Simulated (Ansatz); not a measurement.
**Yttrium, hcp: convergence with Gaussian smearing**

Computed with Ansatz, PBE, scalar-relativistic PAW, on the relaxed cell (a = 3.654 Å, c = 5.699 Å (c/a = 1.560); spin not included). Errors count from a run at 420 eV on a Γ-centred 16×16×9 mesh with Fermi-Dirac smearing of 0.1 eV, extrapolated to zero width. Fixed here: cutoff 420 eV, mesh 10×10×6. The SCF starts from atomic densities corrected by a trained network.

```
width (eV)  E(σ→0) error (meV/atom)  F error (meV/atom)  P (GPa)  SCF iterations
      0.01                     -1.9                -1.9    -0.18               6
      0.03                     -1.9                -2.1    -0.18               6
       0.1                     -1.1                -5.1    -0.15               6
       0.2                      0.3               -18.7    -0.05               6
       0.3                     -1.0               -42.2     0.04               6
       1.0                    -28.6              -391.8     1.29               6
```

Question: What does the run at 0.6 give (width)?

Answer: E(σ→0) error (meV/atom): -14.4; F error (meV/atom): -154.2; P (GPa): 0.43; SCF iterations: 6.
